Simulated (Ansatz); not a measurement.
**Property card for Fe$_{2}$As**

The calculation used DFT r2SCAN, scalar-relativistic, plane waves, PAW in Ansatz.

Plane waves to 500 eV, a k mesh through Γ of 10×10×6 on the computed 6-atom cell and Gaussian smearing (0.10 eV); collinear spin from starting moments 2.93 2.93 3.24 3.24 0 0 μB.

The structure is relaxed at this level of theory with its symmetry kept. Whether it is the stable form of this composition wasn't checked.

```cif
data_structure
_symmetry_space_group_name_H-M 'P4/nmm:1'
_symmetry_Int_Tables_number 129
_cell_length_a 3.8076
_cell_length_b 3.8076
_cell_length_c 5.8028
_cell_angle_alpha 90.000
_cell_angle_beta 90.000
_cell_angle_gamma 90.000
_cell_volume 84.13
loop_
_atom_site_label
_atom_site_type_symbol
_atom_site_symmetry_multiplicity
_atom_site_Wyckoff_symbol
_atom_site_fract_x
_atom_site_fract_y
_atom_site_fract_z
_atom_site_occupancy
Fe1 Fe 2 a 0.00000 0.00000 0.00000 1
Fe2 Fe 2 c 0.00000 0.50000 0.28068 1
As1 As 2 c 0.00000 0.50000 0.71639 1
```

| Quantity | Value |
| --- | --- |
| Space group | P4/nmm (No. 129) |
| Volume per atom | 14.02 Å³ |
| Formation energy from the elements' standard states (uncorrected) | -0.030 eV/atom |
| Generalised Kohn–Sham band gap | none (metal) |
| Density of states at the Fermi level | 3.38 states/eV per cell |
| Löwdin character within 0.5 eV of the Fermi level | Fe 3d 72 %, As 4p 21 % |
| Bader charges (e) | Fe (2 in the cell) 0.28, Fe (2 in the cell) 0.46, As (2 in the cell) -0.74 |
| Total moment | 11.15 μB per cell |
| Site moments (μB; atoms counted from 1 over the whole cell) | Fe (atom 1) 2.66, Fe (atom 2) 2.66, Fe (atom 3) 2.95, Fe (atom 4) 2.95 |

The state reached may not be the lowest one. Only parallel moments were tried here.

Only this magnetic start was tried.

Cost: 1 run of about 2.7 core-minutes, on Intel Xeon 6975P-C (Granite Rapids) (shared hosts).